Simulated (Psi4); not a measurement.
Reaction (SMILES): N#C (CH-N) → [C-]#[NH+] (C-NH)
B3LYP-D3(BJ)/def2-TZVP geometries, fixed; electronic energies without zero-point terms.

Effect of the integral screening threshold at PBE/def2-TZVP with Psi4, against the last row, where the isomerisation energy is 15.23 kcal/mol.

```csv
setting,largest shift of a total energy (mEh),shift of the isomerisation energy (kcal/mol)
ints_tolerance: 1e-6,0.000,0.000
ints_tolerance: 1e-8,0.000,0.000
ints_tolerance: 1e-10,0.000,0.000
ints_tolerance: 1e-14,0.000,0.000
```

Within 0.02 kcal/mol in the isomerisation energy: ints_tolerance: 1e-6; ints_tolerance: 1e-8; ints_tolerance: 1e-10. The largest shift is 0.000 mEh in a total energy and 0.000 kcal/mol in the difference.
